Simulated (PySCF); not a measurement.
# Which determinant of LiAl lies lowest?

Unrestricted PBE0; PySCF, no relativity, basis sets Li def2-TZVP, Al def2-TZVP. Outer shells of the fragments: Li 2s1; Al 3s2 3p1.

Followed along the bond (rough minima from three points):

```json
{"2Ms+1": "1", "unpaired": "none", "⟨S²⟩ at the start": "0.00", "R at minimum (Å)": "2.90", "Te (eV)": "0.00"}
{"2Ms+1": "3", "unpaired": "σ ↑, π ↑", "⟨S²⟩ at the start": "2.01", "R at minimum (Å)": "2.64", "Te (eV)": "0.05"}
{"2Ms+1": "1", "unpaired": "σ ↑, π ↓", "⟨S²⟩ at the start": "1.02", "R at minimum (Å)": "2.68", "Te (eV)": "0.26"}
{"2Ms+1": "3", "unpaired": "π ↑↑", "⟨S²⟩ at the start": "2.01", "R at minimum (Å)": "2.37", "Te (eV)": "0.80"}
{"2Ms+1": "1", "unpaired": "π ↑↓", "⟨S²⟩ at the start": "1.01", "R at minimum (Å)": "2.37", "Te (eV)": "0.96"}
```

Solutions found at the starting distance of 2.480 Å, counted from the lowest of them; the search is not exhaustive and high or unbound solutions are not listed, so other states can lie among these:

```tsv
2Ms+1	unpaired	term	E (eV)	⟨S²⟩	⟨Lz²⟩	μ (D)
3	σ ↑, π ↑	³Π	0.00	2.01	1.01	-4.28
1	none	¹Σ⁺	0.16	0.00	0.00	-3.28
1	σ ↑, π ↓	mixed	0.22	1.02	1.01	-4.45
3	π ↑↑	³Σ⁻	0.74	2.01	0.00	-4.37
1	π ↑↓	mixed	0.89	1.01	2.03	-4.23
3	σ ↑↑	³Σ⁺	1.21	2.01	0.00	5.39
1	none	mixed	1.51	0.00	2.00	-3.56
3	π ↑↑	mixed	3.11	2.01	2.01	1.10
```

A term symbol is given only where ⟨S²⟩ and ⟨Lz²⟩ are close to those of a pure state; real π, δ and φ orbitals otherwise mix terms. A positive dipole means Li(−)Al(+).

Task: Compare the gap between the two lowest followed solutions at the starting distance with the gap between their minima.

Result: At PBE0 the second solution (triplet, unpaired electrons σ ↑, π ↑) lies -0.16 eV from the first (singlet, closed shell) at 2.480 Å and +0.05 eV at the minima; the two curves relax by different amounts, since their minima lie near 2.64 and 2.90 Å.

Counting both spins, an empty level lies below a filled one in some of these solutions, because spin and occupation are held.
